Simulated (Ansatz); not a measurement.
Ideal-gas functions of AlFH, SMILES `[F][AlH]` radical at 400 K and 1 bar, from an Ansatz frequency run at PBE0-D4/def2-TZVP.

Molar mass 46.99 g/mol, point group Cs (symmetry number 1), electronic degeneracy 2, moments of inertia 1.95, 32.562, 34.512 u Å². Harmonic wavenumbers (cm⁻¹, unscaled): 571, 816, 1794.

Use S(trans) = R[1.5 ln M + 2.5 ln T − 1.1517]; rotational temperatures θ = 24.2544 K / I; S(rot) = R[ln(√π/σ · √(T³/θAθBθC)) + 1.5]; for each mode x = 1.438777 ν̃/T, S = R[x/(eˣ − 1) − ln(1 − e⁻ˣ)] and H = RT x/(eˣ − 1); 1 cm⁻¹ = 0.0119627 kJ/mol; R = 8.31446 J/(mol·K).

Task: By hand: the entropy, in J/(mol·K).

Result: Translation 163.0. Rotation: θ = 12.4382, 0.7449, 0.7028 K, giving 84.2. Vibration, mode by mode: 3.65, 1.82, 0.10, in all 5.6. Electronic 5.8. Sum 258.6 J/(mol·K).

Task: By hand: H − E and G − E in kJ/mol, counted from the electronic energy.

Result: Zero-point energy ½ × 3181 × 0.0119627 = 19.0; thermal vibration 1.6; translation, rotation and pV give 4 RT = 13.3. H − E = 33.9 kJ/mol, and G − E = 33.9 − 400 × 258.6/1000 = -69.5 kJ/mol.

Vibration gives 2 % of the entropy.
